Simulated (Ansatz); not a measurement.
# C₂H₄Cl+ (SMILES C[CH+]Cl): functionals against CCSD(T) at one geometry

One table from this session's results is given with a row withheld; the runs are named, their logs left out.

The runs use Ansatz 0.2.0, Gaussian basis; single points in def2-TZVPP.

Correlated methods freeze the cores.

**Starting geometry**

SMILES `C[CH+]Cl`, 7 atoms, charge 1, spin multiplicity 1.

Atoms are counted from 1 here; the program's logs count them from 0.

Bond lengths: C1–C2 1.393 Å, C1–H4 1.111 Å, C1–H5 1.087 Å, C1–H6 1.098 Å, C2–Cl3 1.621 Å, C2–H7 1.121 Å. Angles: C2–C1–H4 111.2°, C2–C1–H5 111.2°, C2–C1–H6 115.3°, H4–C1–H5 99.0°, H4–C1–H6 109.2°, H5–C1–H6 109.8°, C1–C2–Cl3 126.0°, C1–C2–H7 119.5°, Cl3–C2–H7 114.5°.

Coordinates:

```xyz
7
charge 1, multiplicity 1
C    -0.4946    0.3896    0.0046
C     0.6061   -0.4608   -0.0763
Cl    1.5871   -0.8673    1.1486
H    -1.4139   -0.1068   -0.3726
H    -0.4235    1.1939   -0.7238
H    -0.6925    0.8071    1.0012
H     0.8570   -0.9485   -1.0536
```

Set-up of the first run:

Input file run/in.yaml:

```yaml
crystal:
  periodic: [false, false, false]
  atoms:
    - {symbol: C, position_ang: [-0.494600, 0.389600, 0.004600]}
    - {symbol: C, position_ang: [0.606100, -0.460800, -0.076300]}
    - {symbol: Cl, position_ang: [1.587100, -0.867300, 1.148600]}
    - {symbol: H, position_ang: [-1.413900, -0.106800, -0.372600]}
    - {symbol: H, position_ang: [-0.423500, 1.193900, -0.723800]}
    - {symbol: H, position_ang: [-0.692500, 0.807100, 1.001200]}
    - {symbol: H, position_ang: [0.857000, -0.948500, -1.053600]}
basis:
  gaussian: {orbitals: def2-TZVPP}
total_charge: 1
correlation: {method: ccsd_t}
output: {forces: true}
```

No record of the launch command was kept for these runs.

Among the steps run: CCSD(T)/def2-TZVPP; PBE0-D4/def2-TZVPP; wB97M-V/def2-TZVPP; r2SCAN-D4/def2-TZVPP; PBE-D4/def2-TZVPP; revPBE-D4/def2-TZVPP; BHLYP-D4/def2-TZVPP.

One table of the session follows, with a row left open; its other results are not shown here.

```
   method  RMS force component (eV/Å)  angle to CCSD(T) forces (°)
  CCSD(T)                       0.922                    reference
  PBE0-D4                       0.737                          9.8
  wB97M-V                       0.814                          5.5
r2SCAN-D4                           ?                            ?
   PBE-D4                       0.696                         17.5
revPBE-D4                       0.755                         16.9
 BHLYP-D4                       0.872                         10.2
```

Q: Estimate the row for r2SCAN-D4 from the others.

As computed: RMS force component (eV/Å): 0.731; angle to CCSD(T) forces (°): 11.6. In the column «RMS force component (eV/Å)» it lies between PBE-D4 (0.696) and PBE0-D4 (0.737).
